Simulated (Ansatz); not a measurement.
**[BH4]− (SMILES [H][B-]([H])([H])[H]) at CAM-B3LYP/3-21G**

Aim: the vertical ionisation energy of [BH4]− at CAM-B3LYP/3-21G, from 2 runs. 

The results are computed with Ansatz 0.2.0.

### 1 Starting point

The species is [BH4]− (5 atoms), meant as a singlet with charge -1. As SMILES, `[H][B-]([H])([H])[H]`. The coordinates come from a GFN2-xTB relaxation.

Bond lengths: B1–H2 1.229 Å, B1–H3 1.229 Å, B1–H4 1.229 Å, B1–H5 1.229 Å. Angles: H2–B1–H3 109.5°, H2–B1–H4 109.5°, H2–B1–H5 109.5°, H3–B1–H4 109.5°, H3–B1–H5 109.5°, H4–B1–H5 109.5°.

### 2 A single-point energy at CAM-B3LYP/3-21G

run.yaml reads:

```yaml
crystal:
  periodic: [false, false, false]
  atoms:
    - {symbol: B, position_ang: [0.000000, -0.000190, -0.000050]}
    - {symbol: H, position_ang: [0.011880, -0.020580, 1.229120]}
    - {symbol: H, position_ang: [1.154650, 0.011840, -0.420810]}
    - {symbol: H, position_ang: [-0.587600, 1.007810, -0.387560]}
    - {symbol: H, position_ang: [-0.578930, -0.998880, -0.420690]}
basis:
  gaussian: {orbitals: 3-21G.json}
total_charge: -1
accuracy: high
hamiltonian: {xc: {name: CAM-B3LYP}}
```

The basis set 3-21G is read from a file made from the Basis Set Exchange's data (not shown).

The run is started by

```bash
ansatz run run.yaml --threads 1 --pin off --max-ram 2610MiB --events-out events.jsonl --progress --plain --runs-dir runs
```

What it wrote:

```text
Warning: RAYON_NUM_THREADS=1 ignored (pool sized by the plan → 1); use --threads N
Functional definition: CAM-B3LYP
  name "CAM-B3LYP"
  parameter alpha = 0.19
  parameter beta = 0.46
  parameter omega = 0.33/bohr
  parameter ac = 0.81
  exchange = (1 - alpha - beta)*b88_x + beta*b88_x_sr(omega) + alpha*exact_x + beta*exact_x_lr(omega)
  correlation = (1 - ac)*vwn5_c + ac*lyp_c
342 factors; integrals over basis functions are off by at most 5.4e-9 eV
163 factors; integrals over basis functions are off by at most 1.6e-9 eV
mean field evaluation 1: about -736.3081 eV, gradient 5.0e0 eV
mean field evaluation 2: about -736.4093 eV, gradient 1.2e0 eV
mean field evaluation 4: about -736.4153 eV, gradient 1.9e-2 eV
mean field evaluation 8: about -736.3875 eV, gradient 6.8e-4 eV
mean field -736.38749572 eV, -27.0617413264 hartree, gradient 3.3e-8 eV, S^2 0.000000; 0 other end points of the search recorded, 0 dependent functions left out
reference -736.38750868 eV, -27.0617418028 hartree; 5, 5 occupied and 12, 12 virtual orbitals, 342 factors
Total energy: -736.38750868 eV, -27.0617418028 hartree
```

Wall time 0.6 s (1 thread of Arm Neoverse V2, shared host).

### 3 Doublet neutral BH4

job.yaml reads:

```yaml
crystal:
  periodic: [false, false, false]
  atoms:
    - {symbol: B, position_ang: [0.000000, -0.000190, -0.000050]}
    - {symbol: H, position_ang: [0.011880, -0.020580, 1.229120]}
    - {symbol: H, position_ang: [1.154650, 0.011840, -0.420810]}
    - {symbol: H, position_ang: [-0.587600, 1.007810, -0.387560]}
    - {symbol: H, position_ang: [-0.578930, -0.998880, -0.420690]}
basis:
  gaussian: {orbitals: 3-21G.json}
total_charge: 0
magnetization: {spin_polarized: true, initial_magnetization: 1}
hamiltonian: {xc: {name: CAM-B3LYP}}
accuracy: high
```

The basis set 3-21G is read from a file made from the Basis Set Exchange's data (not shown).

The run is started by

```bash
ansatz run job.yaml --threads 1 --pin off --max-ram 2610MiB --events-out events.jsonl --progress --plain --runs-dir runs
```

What it wrote, shortened:

```text
Warning: RAYON_NUM_THREADS=1 ignored (pool sized by the plan → 1); use --threads N
[... 8 set-up lines as earlier in the session ...]
342 factors; integrals over basis functions are off by at most 5.4e-9 eV
160 factors; integrals over basis functions are off by at most 2.6e-9 eV
mean field evaluation 1: about -731.6599 eV, gradient 8.8e0 eV
mean field evaluation 2: about -732.1608 eV, gradient 3.2e0 eV
mean field evaluation 4: about -732.2350 eV, gradient 1.7e-1 eV
mean field evaluation 8: about -732.2052 eV, gradient 6.7e-2 eV
mean field evaluation 16: about -732.2832 eV, gradient 1.0e-1 eV
mean field -732.28333886 eV, -26.9109163436 hartree, gradient 6.6e-8 eV, S^2 0.755998; 2 other end points of the search recorded, 0 dependent functions left out
reference -732.28335099 eV, -26.9109167895 hartree; 5, 4 occupied and 12, 13 virtual orbitals, 342 factors
Total energy: -732.28335099 eV, -26.9109167895 hartree
```

It took 1.6 s on 1 thread of Arm Neoverse V2, shared host; peak memory 0.12 GiB.

### 4 Outcome

Level: CAM-B3LYP/3-21G.

| quantity | value |
| --- | --- |
| singlet [BH4]−: total energy | -27.06174 Eh |
| doublet neutral BH4: total energy | -26.91092 Eh |
| doublet neutral BH4: ⟨S²⟩ | 0.756 |
| vertical detachment energy (to the doublet neutral) | 4.104 eV |

What this shows: Removing an electron at fixed nuclei costs 4.10 eV (396 kJ/mol).
